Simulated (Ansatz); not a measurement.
**H3O (doublet): wave-function methods side by side at distance H1–H2 along a hydrogen transfer = 0.957 Å, cc-pVTZ**

Aim: climb from Hartree-Fock through coupled cluster and multireference methods for H3O (doublet) at one geometry and basis, and see what each rung misses.

Computed with Ansatz 0.2.0, Gaussian basis. Level: cc-pVTZ, core rule «outside noble gas», up to 1 orbitals frozen.

The runs, in order: UHF; CCSD(T) on ROHF; CCSD(T) on UHF; BCCD(T) on ROHF; CCSDT(Q) on ROHF; CCSDT(Q) on UHF; CASSCF and MRCISD+Q, 3 electrons in 3 orbitals; CASSCF and NEVPT2, 3 electrons in 3 orbitals; CASSCF and MRCISD+Q, 9 electrons in 7 orbitals; CASSCF and NEVPT2, 9 electrons in 7 orbitals.

## (1) What is computed

The geometry derives from fragments relaxed apart (PBE0/def2-TZVP) and kept rigid, so it is no stationary point. A hydrogen atom is moved between rigid fragments.

4 atoms, charge 0, spin multiplicity 2.

Atoms are counted from 1 here; the program's logs count them from 0.

Bond lengths: O3–H4 0.973 Å.

## (2) UHF

The input, in.yaml:

```yaml
crystal:
  periodic: [false, false, false]
  atoms:
    - {symbol: H, position_ang: [-2.056845, 0.049803, 0.000000]}
    - {symbol: H, position_ang: [-1.099845, 0.049803, 0.000000]}
    - {symbol: O, position_ang: [0.172155, 0.049803, 0.000000]}
    - {symbol: H, position_ang: [0.424014, -0.890147, 0.000000]}
basis:
  gaussian: {orbitals: cc-pVTZ}
magnetization: {spin_polarized: true, initial_magnetization: 1}
hamiltonian: {xc: hf}
output: {orbitals: {seedname: orbitals}}
```

Run with:

```
ansatz run in.yaml --threads 1 --pin off --events-out ev --progress --plain --max-ram 2816MiB --backend cpu
```

Further steps of the session: CCSD(T) on ROHF; CCSD(T) on UHF; BCCD(T) on ROHF; CCSDT(Q) on ROHF; CCSDT(Q) on UHF; CASSCF and MRCISD+Q, 3 electrons in 3 orbitals; CASSCF and NEVPT2, 3 electrons in 3 orbitals; CASSCF and MRCISD+Q, 9 electrons in 7 orbitals; CASSCF and NEVPT2, 9 electrons in 7 orbitals.

**Question.** What will the summary of the whole plan be? Wanted: UCCSDT(Q) below the RHF energy; RMP2 from UCCSDT(Q); UMP2 from UCCSDT(Q); RCCSD from UCCSDT(Q); RCCSD(T) from UCCSDT(Q); UCCSD(T) from UCCSDT(Q); RCCSDT(Q) from UCCSDT(Q); NEVPT2 pair from UCCSDT(Q); MRCISD+Q pair from UCCSDT(Q).

**Answer**, as computed:

| quantity | value |
| --- | --- |
| UCCSDT(Q) below the RHF energy | -8.2730 eV |
| RMP2 from UCCSDT(Q) | +18.94 kcal/mol |
| UMP2 from UCCSDT(Q) | +18.67 kcal/mol |
| RCCSD from UCCSDT(Q) | +6.11 kcal/mol |
| RCCSD(T) from UCCSDT(Q) | +0.62 kcal/mol |
| UCCSD(T) from UCCSDT(Q) | +0.60 kcal/mol |
| RCCSDT(Q) from UCCSDT(Q) | +0.02 kcal/mol |
| NEVPT2 pair from UCCSDT(Q) | +13.10 kcal/mol |
| MRCISD+Q pair from UCCSDT(Q) | +3.23 kcal/mol |
| NEVPT2 valence from UCCSDT(Q) | +21.80 kcal/mol |
| levels within 1 kcal/mol (43 meV) | RCCSD(T), UCCSD(T), BCCD(T), RCCSDT, UCCSDT, RCCSDT(Q) |
| T1 diagnostic | 0.051 |
| effectively unpaired electrons | 1.02 |

**Reading.** RCCSD(T) misses by +0.62 kcal/mol, 0.3 % of the correlation energy. The occupations are near whole numbers, but T1 = 0.051 shows that the orbitals relax strongly. Of the multireference levels listed MRCISD+Q valence comes nearest in total energy (+1.89 kcal/mol), which doesn't show that its space is the better one. These misses are within one basis, not against nature; the frozen cores of restricted and unrestricted runs differ, which can shift their rows.
